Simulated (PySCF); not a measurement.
Vibration and rotation of NaLi⁻

ROHF-CCSD(T) constants of NaLi⁻, ²Σ⁺ (doublet), unpaired electrons σ ↑ (PySCF, spin-free X2C with a Gaussian nucleus, basis sets Na aug-cc-pVDZ-DK, Li aug-cc-pVDZ-DK; masses 22.9898 and 7.0160 u):

| Item | Value |
| --- | --- |
| ωe | 163.6 cm⁻¹ |
| ωexe | 1.56 cm⁻¹ |
| Be | 0.27973 cm⁻¹ |
| αe | 0.00345 cm⁻¹ |
| De to Na + Li⁻ | 0.67 eV |

Task: What force constant and bond length do these constants imply?

Result: Reduced mass μred = 5.3755 u; k = 5.8918×10⁻⁷·μred·ωe² (u, cm⁻¹, mdyn/Å) = 0.0848 mdyn/Å; Re = √(16.8576/(μred·Be)) (u, cm⁻¹, Å) = 3.348 Å.

Task: Estimate the centrifugal constant D from the Kratzer relation and find the Dunham coefficient a1.

Result: D = 4Be³/ωe² = 3.27e-06 cm⁻¹; a1 = −1 − αeωe/(6Be²) = -2.20.

Correlated steps freeze 1 core orbital. Correlated levels converge slowly with the basis: in double zeta they bind strong bonds too weakly, by up to about 1 eV, and carry superposition errors of some tenths. For an ion De counts to the pair picked by the measured ionisation energies or electron affinities, which need not be the lowest pair at this level. The state is the lowest determinant that a PBE0 search found; another state may lie lower at other levels.
